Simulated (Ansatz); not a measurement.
## Magnesium, hcp: convergence with Gaussian smearing

Computed with Ansatz, LDA, scalar-relativistic PAW, on the relaxed cell (a = 3.133 Å, c = 5.085 Å (c/a = 1.623); spin not included). Errors count from a run at 420 eV on a Γ-centred 19×19×10 mesh with Fermi-Dirac smearing of 0.1 eV, extrapolated to zero width. Fixed here: cutoff 420 eV, mesh 12×12×6. The SCF starts from atomic densities corrected by a trained network.

| width (eV) | E(σ→0) error (meV/atom) | F error (meV/atom) | P (GPa) | SCF iterations |
| --- | --- | --- | --- | --- |
| 0.01 | -1.6 | -1.7 | 0.00 | 6 |
| 0.03 | -1.6 | -1.8 | 0.01 | 6 |
| 0.2 | -3.2 | -7.3 | 0.03 | 6 |
| 0.3 | -3.5 | -12.2 | 0.06 | 6 |
| 0.6 | -2.8 | -38.4 | 0.22 | 6 |
| 1.0 | -0.2 | -103.5 | 0.57 | 6 |

Task: What does the run at 0.1 give (width)?

Result: E(σ→0) error (meV/atom): -2.1; F error (meV/atom): -3.7; P (GPa): 0.02; SCF iterations: 6.
